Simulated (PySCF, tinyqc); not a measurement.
Inside a calculation (part 1 of 2). Method: RHF in the sto-6g basis, for CH2, spin multiplicity 1. The lowest restricted solution is unstable here: a spin-polarised one lies 0.0316 hartree lower (PySCF). Computed by tinyqc, a small Python program that keeps every step (integrals from PySCF). Settings: charge = 0, multiplicity = 1, basis = sto-6g, energy threshold = 1e-09, iteration cap = 80, orthogonalisation = canonical, start = atomic densities, DIIS depth = 4, DIIS from iteration = 2, damping = 0.7, method = RHF. Command: `OMP_NUM_THREADS=1 python tinyqc.py 21955 21956 out.jsonl` (the two numbers bound the seeds that draw the settings). One thread of a shared host (Intel(R) Xeon(R) Processor @ 2.60GHz), about 0.2 s of CPU time with the checks. Later iterations appear only in the table of the cycle.

## One-electron integrals

Geometry (angstrom):
```
atom         x          y         z
C     0.000000   0.000000  0.000000
H     0.000000   1.372000  0.677000
H     0.000000  -1.372000  0.677000
```

Basis sto-6g: exponents (1/bohr^2) and contraction coefficients of normalised primitives:
```
element  l (shell)    exponent  coefficient
C            s (1)  742.737049     0.009164
C            s (1)  136.180025     0.049361
C            s (1)   38.098264     0.168538
C            s (1)   13.087782     0.370563
C            s (1)    5.082369     0.416492
C            s (1)    2.093200     0.130334
C            s (2)   30.497239    -0.013253
C            s (2)    6.036200    -0.046992
C            s (2)    1.876046    -0.033785
C            s (2)    0.721783     0.250242
C            s (2)    0.313471     0.595117
C            s (2)    0.143687     0.240706
C            p (3)   30.497239     0.003760
C            p (3)    6.036200     0.037679
C            p (3)    1.876046     0.173897
C            p (3)    0.721783     0.418036
C            p (3)    0.313471     0.425860
C            p (3)    0.143687     0.101708
H            s (1)   35.523221     0.009164
H            s (1)    6.513144     0.049361
H            s (1)    1.822143     0.168538
H            s (1)    0.625955     0.370563
H            s (1)    0.243077     0.416492
H            s (1)    0.100112     0.130334
```

Overlap, kinetic and nuclear-attraction integrals over the contracted functions; the nuclear repulsion is the sum of Za Zb / Rab.

nuclear repulsion = 4.34342412 hartree

overlap S, lower triangle:
```
           1C 1s     1C 2s    1C 2px     1C 2py    1C 2pz     2H 1s     3H 1s
1C 1s   1.000000
1C 2s   0.243228  1.000000
1C 2px  0.000000  0.000000  1.000000
1C 2py  0.000000  0.000000  0.000000   1.000000
1C 2pz  0.000000  0.000000  0.000000   0.000000  1.000000
2H 1s   0.023570  0.274783  0.000000   0.270086  0.133271  1.000000
3H 1s   0.023570  0.274783  0.000000  -0.270086  0.133271  0.034217  1.000000
```

kinetic energy T (hartree), lower triangle:
```
            1C 1s     1C 2s    1C 2px     1C 2py    1C 2pz      2H 1s     3H 1s
1C 1s   16.068641
1C 2s   -0.492789  0.492405
1C 2px   0.000000  0.000000  1.479234
1C 2py   0.000000  0.000000  0.000000   1.479234
1C 2pz   0.000000  0.000000  0.000000   0.000000  1.479234
2H 1s   -0.007371  0.012460  0.000000   0.067972  0.033540   0.768522
3H 1s   -0.007371  0.012460  0.000000  -0.067972  0.033540  -0.007829  0.768522
```

nuclear attraction V (hartree), lower triangle:
```
             1C 1s      1C 2s     1C 2px     1C 2py     1C 2pz      2H 1s      3H 1s
1C 1s   -34.699724
1C 2s    -3.786679  -5.849500
1C 2px    0.000000   0.000000  -5.809939
1C 2py    0.000000   0.000000   0.000000  -5.904827
1C 2pz   -0.008030  -0.086922   0.000000   0.000000  -5.833043
2H 1s    -0.410529  -1.211556   0.000000  -1.093011  -0.549707  -3.500375
3H 1s    -0.410529  -1.211556   0.000000   1.093011  -0.549707  -0.133851  -3.500375
```

core Hamiltonian H = T + V (hartree), lower triangle:
```
             1C 1s      1C 2s     1C 2px     1C 2py     1C 2pz      2H 1s      3H 1s
1C 1s   -18.631083
1C 2s    -4.279468  -5.357095
1C 2px    0.000000   0.000000  -4.330705
1C 2py    0.000000   0.000000   0.000000  -4.425593
1C 2pz   -0.008030  -0.086922   0.000000   0.000000  -4.353808
2H 1s    -0.417901  -1.199096   0.000000  -1.025039  -0.516166  -2.731852
3H 1s    -0.417901  -1.199096   0.000000   1.025039  -0.516166  -0.141680  -2.731852
```

## Two-electron integrals

Functions are numbered as in S; the eight-fold symmetry (ij|kl) = (ji|kl) = (kl|ij) leaves the list below.

Two-electron integrals (ij|kl) in chemists' order, unique and non-zero (hartree):
```
(11|11) 3.543743    (21|11) 0.529462    (21|21) 0.100317    (22|11) 0.853596
(22|21) 0.199930    (22|22) 0.624844    (31|31) 0.021271    (32|31) 0.031868
(32|32) 0.138108    (33|11) 0.853598    (33|21) 0.199930    (33|22) 0.624843
(33|33) 0.673218    (41|41) 0.021271    (42|41) 0.031868    (42|42) 0.138108
(43|43) 0.036281    (44|11) 0.853598    (44|21) 0.199930    (44|22) 0.624843
(44|33) 0.600655    (44|44) 0.673218    (51|51) 0.021271    (52|51) 0.031868
(52|52) 0.138108    (53|53) 0.036281    (54|54) 0.036281    (55|11) 0.853598
(55|21) 0.199930    (55|22) 0.624843    (55|33) 0.600655    (55|44) 0.600655
(55|55) 0.673218    (61|11) 0.053710    (61|21) 0.009815    (61|22) 0.019308
(61|33) 0.019237    (61|41) 0.000578    (61|42) 0.001134    (61|44) 0.019407
(61|51) 0.000285    (61|52) 0.000559    (61|54) 0.000084    (61|55) 0.019279
(61|61) 0.000987    (62|11) 0.159468    (62|21) 0.038074    (62|22) 0.135111
(62|33) 0.131688    (62|41) 0.003446    (62|42) 0.025018    (62|44) 0.139947
(62|51) 0.001701    (62|52) 0.012345    (62|54) 0.004075    (62|55) 0.133699
(62|61) 0.003864    (62|62) 0.042863    (63|31) 0.003624    (63|32) 0.019732
(63|43) 0.004611    (63|53) 0.002275    (63|63) 0.004524    (64|11) 0.135763
(64|21) 0.032802    (64|22) 0.122846    (64|33) 0.117044    (64|41) 0.006081
(64|42) 0.040019    (64|44) 0.132846    (64|51) 0.001212    (64|52) 0.010011
(64|54) 0.005522    (64|55) 0.118646    (64|61) 0.003455    (64|62) 0.045986
(64|64) 0.052922    (65|11) 0.066991    (65|21) 0.016186    (65|22) 0.060617
(65|33) 0.057754    (65|41) 0.001212    (65|42) 0.010011    (65|44) 0.061001
(65|51) 0.004222    (65|52) 0.024671    (65|54) 0.006213    (65|55) 0.063095
(65|61) 0.001705    (65|62) 0.022691    (65|64) 0.023882    (65|65) 0.016308
(66|11) 0.344565    (66|21) 0.083729    (66|22) 0.338242    (66|33) 0.322888
(66|41) 0.007862    (66|42) 0.079595    (66|44) 0.359930    (66|51) 0.003880
(66|52) 0.039275    (66|54) 0.018278    (66|55) 0.331907    (66|61) 0.008558
(66|62) 0.148507    (66|64) 0.174242    (66|65) 0.085978    (66|66) 0.774999
(71|11) 0.053710    (71|21) 0.009815    (71|22) 0.019308    (71|33) 0.019237
(71|41) -0.000578   (71|42) -0.001134   (71|44) 0.019407    (71|51) 0.000285
(71|52) 0.000559    (71|54) -0.000084   (71|55) 0.019279    (71|61) 0.000953
(71|62) 0.003581    (71|64) 0.002971    (71|65) 0.001588    (71|66) 0.007869
(71|71) 0.000987    (72|11) 0.159468    (72|21) 0.038074    (72|22) 0.135111
(72|33) 0.131688    (72|41) -0.003446   (72|42) -0.025018   (72|44) 0.139947
(72|51) 0.001701    (72|52) 0.012345    (72|54) -0.004075   (72|55) 0.133699
(72|61) 0.003581    (72|62) 0.027084    (72|64) 0.021943    (72|65) 0.013977
(72|66) 0.069609    (72|71) 0.003864    (72|72) 0.042863    (73|31) 0.003624
(73|32) 0.019732    (73|43) -0.004611   (73|53) 0.002275    (73|63) 0.002540
(73|73) 0.004524    (74|11) -0.135763   (74|21) -0.032802   (74|22) -0.122846
(74|33) -0.117044   (74|41) 0.006081    (74|42) 0.040019    (74|44) -0.132846
(74|51) -0.001212   (74|52) -0.010011   (74|54) 0.005522    (74|55) -0.118646
(74|61) -0.002971   (74|62) -0.021943   (74|64) -0.015949   (74|65) -0.011165
(74|66) -0.055776   (74|71) -0.003455   (74|72) -0.045986   (74|74) 0.052922
(75|11) 0.066991    (75|21) 0.016186    (75|22) 0.060617    (75|33) 0.057754
(75|41) -0.001212   (75|42) -0.010011   (75|44) 0.061001    (75|51) 0.004222
(75|52) 0.024671    (75|54) -0.006213   (75|55) 0.063095    (75|61) 0.001588
(75|62) 0.013977    (75|64) 0.011165    (75|65) 0.009606    (75|66) 0.037399
(75|71) 0.001705    (75|72) 0.022691    (75|74) -0.023882   (75|75) 0.016308
(76|11) 0.017258    (76|21) 0.004135    (76|22) 0.015213    (76|33) 0.014844
(76|44) 0.015335    (76|51) 0.000311    (76|52) 0.002415    (76|55) 0.015460
(76|61) 0.000407    (76|62) 0.004117    (76|64) 0.003928    (76|65) 0.002398
(76|66) 0.013218    (76|71) 0.000407    (76|72) 0.004117    (76|74) -0.003928
(76|75) 0.002398    (76|76) 0.000515    (77|11) 0.344565    (77|21) 0.083729
(77|22) 0.338242    (77|33) 0.322888    (77|41) -0.007862   (77|42) -0.079595
(77|44) 0.359930    (77|51) 0.003880    (77|52) 0.039275    (77|54) -0.018278
(77|55) 0.331907    (77|61) 0.007869    (77|62) 0.069609    (77|64) 0.055776
(77|65) 0.037399    (77|66) 0.192806    (77|71) 0.008558    (77|72) 0.148507
(77|74) -0.174242   (77|75) 0.085978    (77|76) 0.013218    (77|77) 0.774999
```

## Orthogonalisation

S = U s U^T; canonical form X = U s^(-1/2), so that X^T S X = 1. Each column of U has its largest component positive (the first on a tie).

eigenvalues of S: 0.539736  0.600550  0.895222  1.000000  1.084685  1.365233  1.514574

X:
```
                1          2          3         4          5          6         7
1C 1s   -0.430585   0.000000   0.694629  0.000000  -0.566211   0.000000  0.281751
1C 2s    0.928596   0.000000  -0.248844  0.000000  -0.238580   0.000000  0.524975
1C 2px   0.000000   0.000000   0.000000  1.000000   0.000000   0.000000  0.000000
1C 2py   0.000000   0.891805   0.000000  0.000000   0.000000   0.618567  0.000000
1C 2pz   0.340014   0.000000   0.661378  0.000000   0.673026   0.000000  0.190024
2H 1s   -0.587135  -0.659479  -0.259987  0.000000   0.213831   0.418240  0.366851
3H 1s   -0.587135   0.659479  -0.259987  0.000000   0.213831  -0.418240  0.366851
```

## Starting guess

The start is atomic minimal-basis densities projected into this basis (PySCF's MINAO start) and scaled to the electron count of each spin; this density is not idempotent, so its energy is not variational and may lie below the converged one.

D at the start, lower triangle:
```
            1C 1s      1C 2s    1C 2px     1C 2py    1C 2pz     2H 1s     3H 1s
1C 1s    2.138500
1C 2s   -0.508321   2.096035
1C 2px   0.000000   0.000000  0.658350
1C 2py   0.000000   0.000000  0.000000   0.609895
1C 2pz   0.005482  -0.022322  0.000000   0.000000  0.646718
2H 1s   -0.017372   0.081734  0.000000   0.057277  0.025947  0.966419
3H 1s   -0.017372   0.081734  0.000000  -0.057277  0.025947  0.015040  0.966419
```

## Iteration 1: building the Fock matrix

J_ij = sum D_kl (ij|kl), K_ij = sum D_kl (ik|jl); F = H + J - 0.5 K; E = tr D H + tr D J / 2 - 0.25 tr D K + E_nn.

Coulomb J (hartree), lower triangle:
```
            1C 1s     1C 2s    1C 2px     1C 2py    1C 2pz     2H 1s     3H 1s
1C 1s   11.216767
1C 2s    2.015108  4.859897
1C 2px   0.000000  0.000000  4.828923
1C 2py   0.000000  0.000000  0.000000   4.903662
1C 2pz   0.007571  0.079020  0.000000   0.000000  4.847105
2H 1s    0.200242  1.075273  0.000000   0.991845  0.499381  3.009269
3H 1s    0.200242  1.075273  0.000000  -0.991845  0.499381  0.121638  3.009269
```

exchange K (hartree), lower triangle:
```
           1C 1s     1C 2s    1C 2px     1C 2py    1C 2pz     2H 1s     3H 1s
1C 1s   7.292599
1C 2s   1.139164  1.717638
1C 2px  0.000000  0.000000  0.807687
1C 2py  0.000000  0.000000  0.000000   0.905992
1C 2pz  0.004733  0.049657  0.000000   0.000000  0.831520
2H 1s   0.128338  0.516364  0.000000   0.335742  0.171343  0.931436
3H 1s   0.128338  0.516364  0.000000  -0.335742  0.171343  0.089062  0.931436
```

Fock matrix F (hartree), lower triangle:
```
             1C 1s      1C 2s    1C 2px     1C 2py     1C 2pz      2H 1s      3H 1s
1C 1s   -11.060616
1C 2s    -2.833943  -1.356017
1C 2px    0.000000   0.000000  0.094375
1C 2py    0.000000   0.000000  0.000000   0.025074
1C 2pz   -0.002825  -0.032729  0.000000   0.000000   0.077537
2H 1s    -0.281828  -0.382005  0.000000  -0.201065  -0.102456  -0.188301
3H 1s    -0.281828  -0.382005  0.000000   0.201065  -0.102456  -0.064574  -0.188301
```

total energy of this density = -38.17247114 hartree

This density is the starting one; it is not idempotent, so its energy is not variational and may lie below the converged one.

## Iteration 1: diagonalisation and new density

Diagonalise F' = X^T F X, C = X C', fill 4 alpha and 4 beta electrons from the bottom; D = 2 C_occ C_occ^T; the new density keeps 0.7 of the old one (damping). Each column has its largest component positive (the first on a tie).

F' = X^T F X (hartree), lower triangle:
```
           1         2          3         4          5          6          7
1  -0.509026
2   0.000000  0.385327
3   1.750245  0.000000  -4.258000
4   0.000000  0.000000   0.000000  0.094375
5  -1.460615  0.000000   4.246523  0.000000  -4.208698
6   0.000000  0.096137   0.000000  0.000000   0.000000  -0.241762
7   0.837053  0.000000  -2.742949  0.000000   2.932464   0.000000  -2.601565
```

orbital energies (hartree): MO1 -11.062801, MO2 -0.725551, MO3 -0.256169, MO4 -0.042196, MO5 0.094375, MO6 0.253260, MO7 0.399734

coefficients C:
```
              MO1        MO2        MO3        MO4       MO5        MO6        MO7
1C 1s    0.996153  -0.236158   0.000000   0.107010  0.000000  -0.091383   0.000000
1C 2s    0.015771   0.879051   0.000000  -0.512258  0.000000   0.470475   0.000000
1C 2px   0.000000   0.000000   0.000000   0.000000  1.000000   0.000000   0.000000
1C 2py   0.000000   0.000000   0.479563   0.000000  0.000000   0.000000   0.973633
1C 2pz   0.000783   0.037828   0.000000   0.627373  0.000000   0.804409   0.000000
2H 1s   -0.001966   0.197480   0.511362   0.472882  0.000000  -0.574461  -0.590209
3H 1s   -0.001966   0.197480  -0.511362   0.472882  0.000000  -0.574461   0.590209
```

D after iteration 1, lower triangle:
```
            1C 1s      1C 2s    1C 2px     1C 2py    1C 2pz     2H 1s     3H 1s
1C 1s    2.132675
1C 2s   -0.503846   2.088456
1C 2px   0.000000   0.000000  0.460845
1C 2py   0.000000   0.000000  0.000000   0.564915
1C 2pz   0.039227  -0.188493  0.000000   0.000000  0.689720
2H 1s   -0.010956   0.016009  0.000000   0.187232  0.200648  0.990960
3H 1s   -0.010956   0.016009  0.000000  -0.187232  0.200648  0.011205  0.990960
```

## Iteration 2: building the Fock matrix

As before.

Coulomb J (hartree), lower triangle:
```
            1C 1s     1C 2s    1C 2px     1C 2py    1C 2pz     2H 1s     3H 1s
1C 1s   11.117736
1C 2s    1.994206  4.815009
1C 2px   0.000000  0.000000  4.769660
1C 2py   0.000000  0.000000  0.000000   4.865598
1C 2pz   0.001744  0.056395  0.000000   0.000000  4.809770
2H 1s    0.198127  1.069808  0.000000   0.990095  0.495720  3.025049
3H 1s    0.198127  1.069808  0.000000  -0.990095  0.495720  0.121011  3.025049
```

exchange K (hartree), lower triangle:
```
           1C 1s      1C 2s    1C 2px     1C 2py    1C 2pz     2H 1s     3H 1s
1C 1s   7.271031
1C 2s   1.129249   1.675543
1C 2px  0.000000   0.000000  0.672860
1C 2py  0.000000   0.000000  0.000000   0.934489
1C 2pz  0.003019  -0.018660  0.000000   0.000000  0.892456
2H 1s   0.125634   0.502748  0.000000   0.383421  0.213905  0.995269
3H 1s   0.125634   0.502748  0.000000  -0.383421  0.213905  0.075726  0.995269
```

Fock matrix F (hartree), lower triangle:
```
             1C 1s      1C 2s    1C 2px     1C 2py     1C 2pz      2H 1s      3H 1s
1C 1s   -11.148863
1C 2s    -2.849887  -1.379857
1C 2px    0.000000   0.000000  0.102525
1C 2py    0.000000   0.000000  0.000000  -0.027239
1C 2pz   -0.007795  -0.021197  0.000000   0.000000   0.009733
2H 1s    -0.282591  -0.380662  0.000000  -0.226654  -0.127399  -0.204438
3H 1s    -0.282591  -0.380662  0.000000   0.226654  -0.127399  -0.058532  -0.204438
```

total energy of this density = -38.23941127 hartree

This density is a damped mixture and is not idempotent, and it still holds part of the atomic start, so its energy may lie below the converged one.

## Iteration 2: diagonalisation and new density

As before.

F' = X^T F X (hartree), lower triangle:
```
           1         2          3         4          5          6          7
1  -0.523038
2   0.000000  0.384629
3   1.782150  0.000000  -4.317876
4   0.000000  0.000000   0.000000  0.102525
5  -1.457787  0.000000   4.248187  0.000000  -4.288469
6   0.000000  0.081302   0.000000  0.000000   0.000000  -0.296018
7   0.839485  0.000000  -2.777048  0.000000   2.934176   0.000000  -2.629490
```

orbital energies (hartree): MO1 -11.150886, MO2 -0.742094, MO3 -0.305595, MO4 -0.119615, MO5 0.102525, MO6 0.253721, MO7 0.394206

coefficients C:
```
              MO1        MO2        MO3        MO4       MO5        MO6        MO7
1C 1s    0.996316  -0.237339   0.000000   0.097881  0.000000  -0.096630   0.000000
1C 2s    0.015142   0.887755   0.000000  -0.471027  0.000000   0.496518   0.000000
1C 2px   0.000000   0.000000   0.000000   0.000000  1.000000   0.000000   0.000000
1C 2py   0.000000   0.000000   0.509995   0.000000  0.000000   0.000000   0.958043
1C 2pz   0.001213   0.036850   0.000000   0.679659  0.000000   0.760794   0.000000
2H 1s   -0.002004   0.188379   0.492516   0.435745  0.000000  -0.606020  -0.606025
3H 1s   -0.002004   0.188379  -0.492516   0.435745  0.000000  -0.606020   0.606025
```

D after iteration 2, lower triangle:
```
            1C 1s      1C 2s    1C 2px     1C 2py    1C 2pz      2H 1s     3H 1s
1C 1s    2.128006
1C 2s   -0.497722   2.068042
1C 2px   0.000000   0.000000  0.322592
1C 2py   0.000000   0.000000  0.000000   0.551498
1C 2pz   0.062851  -0.304388  0.000000   0.000000  0.760781
2H 1s   -0.010102  -0.011619  0.000000   0.281771  0.322312   0.974433
3H 1s   -0.010102  -0.011619  0.000000  -0.281771  0.322312  -0.002481  0.974433
```

## Iteration 56 (converged): orbitals

converged F (hartree), lower triangle:
```
             1C 1s      1C 2s    1C 2px     1C 2py     1C 2pz      2H 1s      3H 1s
1C 1s   -11.163760
1C 2s    -2.850094  -1.335932
1C 2px    0.000000   0.000000  0.227339
1C 2py    0.000000   0.000000  0.000000  -0.078569
1C 2pz   -0.021111  -0.007224  0.000000   0.000000  -0.133828
2H 1s    -0.280796  -0.375861  0.000000  -0.283165  -0.181530  -0.236434
3H 1s    -0.280796  -0.375861  0.000000   0.283165  -0.181530  -0.037290  -0.236434
```

Diagonalise F' = X^T F X, C = X C', fill 4 alpha and 4 beta electrons from the bottom; D = 2 C_occ C_occ^T. Each column has its largest component positive (the first on a tie).

F' = X^T F X (hartree), lower triangle:
```
           1         2          3         4          5          6          7
1  -0.464477
2   0.000000  0.430441
3   1.798412  0.000000  -4.366180
4   0.000000  0.000000   0.000000  0.227339
5  -1.448168  0.000000   4.192947  0.000000  -4.384161
6   0.000000  0.086303   0.000000  0.000000   0.000000  -0.392763
7   0.860554  0.000000  -2.824257  0.000000   2.882869   0.000000  -2.635998
```

orbital energies (hartree): MO1 -11.165734, MO2 -0.708256, MO3 -0.401714, MO4 -0.265457, MO5 0.227339, MO6 0.288630, MO7 0.439392

coefficients C:
```
              MO1        MO2        MO3        MO4       MO5        MO6        MO7
1C 1s    0.996401  -0.230153   0.000000   0.097501  0.000000  -0.112257   0.000000
1C 2s    0.014859   0.855025   0.000000  -0.455875  0.000000   0.563580   0.000000
1C 2px   0.000000   0.000000   0.000000   0.000000  1.000000   0.000000   0.000000
1C 2py   0.000000   0.000000   0.523271   0.000000  0.000000   0.000000   0.950857
1C 2pz   0.002456   0.068531   0.000000   0.763648  0.000000   0.673975   0.000000
2H 1s   -0.002276   0.218316   0.484039   0.348106  0.000000  -0.650984  -0.612816
3H 1s   -0.002276   0.218316  -0.484039   0.348106  0.000000  -0.650984   0.612816
```

D after iteration 56, lower triangle:
```
            1C 1s      1C 2s    1C 2px     1C 2py    1C 2pz      2H 1s     3H 1s
1C 1s    2.110582
1C 2s   -0.452859   1.878221
1C 2px   0.000000   0.000000  0.000000
1C 2py   0.000000   0.000000  0.000000   0.547625
1C 2pz   0.122261  -0.578992  0.000000   0.000000  1.175723
2H 1s   -0.037146   0.055877  0.000000   0.506567  0.561574   0.806278
3H 1s   -0.037146   0.055877  0.000000  -0.506567  0.561574  -0.130898  0.806278
```
